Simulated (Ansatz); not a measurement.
**InH⁻, doublet: the ladder up to full CI**

Geometry: a point of a stretch scan, not a stationary point.

```xyz
2

In    0.0000    0.0000    0.0000
H     0.0000    0.0000    1.5000
```

Basis def2-SVPD with its core potentials; Ansatz 0.2.0. Correlated methods freeze the noble-gas cores and the filled d shells of p-block atoms, which leaves 5 electrons in 31 orbitals. Prefix R: restricted or restricted open-shell reference. Active spaces: pair = (3e, 3o) about the gap; valence = (5e, 5o) chosen from the atoms' valence shells. No spin–orbit coupling is included; scalar relativity enters through the core potentials alone.

Full CI is exact within this basis and frozen core; it isn't the basis-set limit.

* UHF ⟨S²⟩: 0.886
* ⟨S²⟩ of the determinant under UCCSD: 0.775
* T1 diagnostic (RCCSD): 0.0233
* largest doubles amplitude (RCCSD): 0.091

From what is known of these methods and the diagnostics, rank them by the size of their error in total energy against full CI in def2-SVPD, smallest first (an estimate: the text doesn't fix the numbers).
A. CASSCF (pair space)
B. CASSCF (valence space)
C. RHF
D. MRCISD+Q (valence space)
E. RCCSD

D (17 meV), E (62 meV), B (1410 meV), A (1758 meV), C (2102 meV).

All errors are against full CI in def2-SVPD. Below it: MRCISD+Q (valence space). Within each family the higher level lies nearer, as is usual though not guaranteed.

The full-CI state has the irrep B1 of C2v, in the program's axes (one component, if the state is degenerate).

Natural occupations of full CI about the gap: 1.954 1.889 0.980 0.059 0.029 0.015 0.013 0.011 0.010 0.009; effectively unpaired electrons, Σ n²(2−n)², 1.07.
